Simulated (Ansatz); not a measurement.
Input for Ansatz (development build ahead of 0.2.0):

```yaml
crystal:
  periodic: [false, false, false]
  atoms:
    - { symbol: B, position_ang: [0.03797, -0.08701, -0.86412] }
    - { symbol: F, position_ang: [0.02207, 0.07576, 0.521] }
basis:
  gaussian: { orbitals: "6-31G" }
hamiltonian:
  xc: hf
correlation:
  method: mp2
  frozen_orbitals: { B: 1, F: 1 }
```

The input is written out in the form of the current development build from the run's settings.

Results

```json
{
 "Converged": "yes",
 "Reference energy": "-124.05569 hartree",
 "Correlation energy": "-0.17087 hartree",
 "Total energy": "-124.22655 hartree",
 "Spin squared of the determinant": "0.000"
}
```
